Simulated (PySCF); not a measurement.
methyl formate (C2H4O2), SMILES COC=O. Atoms are numbered in the order given.

```xyz
8

C     -0.3946    -1.3589     0.0000
O      0.7257    -0.4740     0.0000
C      0.4328     0.8286     0.0000
O     -0.6740     1.2906     0.0000
H     -1.0164    -1.1976    -0.8936
H      0.0172    -2.3755     0.0000
H     -1.0164    -1.1976     0.8936
H      1.3730     1.4191     0.0000
```
Charge 0, spin multiplicity 1.

Geometry: ωB97X-D3(BJ)/def2-SVP. Other conformers were not sampled.

Computed with B3LYP/def2-TZVPD (PySCF).

Symmetry labels are those of the subgroup Cs that the program uses (full group Cs).

### Question
List the valence orbital energies around the gap with their symmetry. (Estimate from the structure and the level; the computed values follow.)

### Answer

```json
[
 {"orbital": "HOMO−7", "symmetry": "A'", "energy (eV)": "-14.82"},
 {"orbital": "HOMO−6", "symmetry": "A\"", "energy (eV)": "-13.54"},
 {"orbital": "HOMO−5", "symmetry": "A'", "energy (eV)": "-13.29"},
 {"orbital": "HOMO−4", "symmetry": "A'", "energy (eV)": "-11.84"},
 {"orbital": "HOMO−3", "symmetry": "A\"", "energy (eV)": "-11.12"},
 {"orbital": "HOMO−2", "symmetry": "A'", "energy (eV)": "-10.21"},
 {"orbital": "HOMO−1", "symmetry": "A\"", "energy (eV)": "-8.84"},
 {"orbital": "HOMO", "symmetry": "A'", "energy (eV)": "-8.15"},
 {"orbital": "LUMO", "symmetry": "A\"", "energy (eV)": "-0.42"},
 {"orbital": "LUMO+1", "symmetry": "A'", "energy (eV)": "0.05"},
 {"orbital": "LUMO+2", "symmetry": "A'", "energy (eV)": "0.69"},
 {"orbital": "LUMO+3", "symmetry": "A'", "energy (eV)": "1.16"}
]
```
